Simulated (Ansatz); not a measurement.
# CH₅Al (built from SMILES [CH3][AlH2]): single points off equilibrium

A test off equilibrium: a displaced guess of a reacting structure is computed at several levels, and each is set against CCSD(T).

Method: single points in def2-TZVPP; program: Ansatz 0.2.0, Gaussian basis.

Correlated methods freeze the cores.

## Step 1: Starting geometry

7 atoms, charge 0, spin multiplicity 1.

Atoms are counted from 1 here; the program's logs count them from 0.

Bond lengths: Al1–C2 2.286 Å, Al1–H4 1.499 Å, Al1–H6 1.818 Å, C2–H5 0.964 Å, C2–H6 1.003 Å, C2–H7 1.137 Å. Angles: C2–Al1–H4 80.0°, C2–Al1–H6 25.1°, H4–Al1–H6 82.2°, Al1–C2–H5 137.6°, Al1–C2–H6 50.4°, Al1–C2–H7 119.4°, H5–C2–H6 116.2°, H5–C2–H7 103.0°, H6–C2–H7 109.7°, Al1–H6–C2 104.5°.

Geometry (Å):

```
atom    x (Å)    y (Å)    z (Å)
 Al1   0.0964   0.3147   1.6834
  C2   0.2557  -0.3145  -0.5088
  H3   0.9182   0.8234  -0.0683
  H4  -1.2564   0.7347   1.1917
  H5   0.9079  -0.7278  -1.0855
  H6  -0.0308  -0.8482   0.2912
  H7  -0.6319  -0.1540  -1.2006
```

## Step 2: CCSD(T)/def2-TZVPP

Contents of run/in.yaml:

```yaml
crystal:
  periodic: [false, false, false]
  atoms:
    - {symbol: Al, position_ang: [0.096400, 0.314700, 1.683400]}
    - {symbol: C, position_ang: [0.255700, -0.314500, -0.508800]}
    - {symbol: H, position_ang: [0.918200, 0.823400, -0.068300]}
    - {symbol: H, position_ang: [-1.256400, 0.734700, 1.191700]}
    - {symbol: H, position_ang: [0.907900, -0.727800, -1.085500]}
    - {symbol: H, position_ang: [-0.030800, -0.848200, 0.291200]}
    - {symbol: H, position_ang: [-0.631900, -0.154000, -1.200600]}
basis:
  gaussian: {orbitals: def2-TZVPP}
correlation: {method: ccsd_t}
output: {forces: true}
```

No record of the launch command was kept for these runs.

## Step 3: PBE0-D4/def2-TZVPP

Changes to run/in.yaml since step 2:

```diff
@@ -12,3 +12,3 @@
   gaussian: {orbitals: def2-TZVPP}
-correlation: {method: ccsd_t}
-output: {forces: true}
+hamiltonian: {xc: pbe0, dispersion: d4}
+output: {forces: true, orbitals: {seedname: orbitals}}
```

## Step 4: wB97M-V/def2-TZVPP

Changes to run/in.yaml since step 3:

```diff
@@ -12,3 +12,3 @@
   gaussian: {orbitals: def2-TZVPP}
-hamiltonian: {xc: pbe0, dispersion: d4}
-output: {forces: true, orbitals: {seedname: orbitals}}
+hamiltonian: {xc: {name: wB97M-V}}
+output: {forces: true}
```

## Step 5: r2SCAN-D4/def2-TZVPP

Changes to run/in.yaml since step 4:

```diff
@@ -12,3 +12,3 @@
   gaussian: {orbitals: def2-TZVPP}
-hamiltonian: {xc: {name: wB97M-V}}
+hamiltonian: {xc: r2scan, dispersion: d4}
 output: {forces: true}
```

## Step 6: PBE-D4/def2-TZVPP

Changes to run/in.yaml since step 5:

```diff
@@ -12,3 +12,3 @@
   gaussian: {orbitals: def2-TZVPP}
-hamiltonian: {xc: r2scan, dispersion: d4}
+hamiltonian: {xc: pbe, dispersion: d4}
 output: {forces: true}
```

## Step 7: wB97X-V/def2-TZVPP

Changes to run/in.yaml since step 6:

```diff
@@ -12,3 +12,3 @@
   gaussian: {orbitals: def2-TZVPP}
-hamiltonian: {xc: pbe, dispersion: d4}
+hamiltonian: {xc: {name: wB97X-V}}
 output: {forces: true}
```

## Step 8: LC-wPBE/def2-TZVPP

Changes to run/in.yaml since step 7:

```diff
@@ -12,3 +12,3 @@
   gaussian: {orbitals: def2-TZVPP}
-hamiltonian: {xc: {name: wB97X-V}}
+hamiltonian: {xc: {name: LC-wPBE}}
 output: {forces: true}
```

(Steps that only read results are left out.)

**Question.** What will these runs give? Wanted: energy less free atoms, CCSD(T)/def2-TZVPP; RMS force component; RMS force error; HOMO and LUMO, PBE0-D4; T1 diagnostic.

The runs gave:

| quantity | value |
| --- | --- |
| energy less free atoms, CCSD(T)/def2-TZVPP | -18.824 eV |
| RMS force component | 2.623 to 2.721 eV/Å over the methods |
| RMS force error | PBE0-D4 0.072, wB97M-V 0.047, r2SCAN-D4 0.117, PBE-D4 0.168, wB97X-V 0.073, LC-wPBE 0.123 eV/Å |
| HOMO and LUMO, PBE0-D4 | -5.05 and -1.58 eV |
| T1 diagnostic | 0.015 |

**Reading.** Against CCSD(T) the functionals' energies less atoms differ by -0.481 to -0.036 eV, PBE-D4 by -0.426 eV. A larger basis would deepen the CCSD(T) value, while the functionals are nearly converged already, so the order here is not reliable. For forces wB97M-V does best and PBE-D4 worst. Frozen-core CCSD(T) forces in triple zeta carry basis errors of their own, and this is one geometry, so small gaps rank nothing. The restricted Hartree–Fock reference is unstable towards an unrestricted one at one or more of these structures.
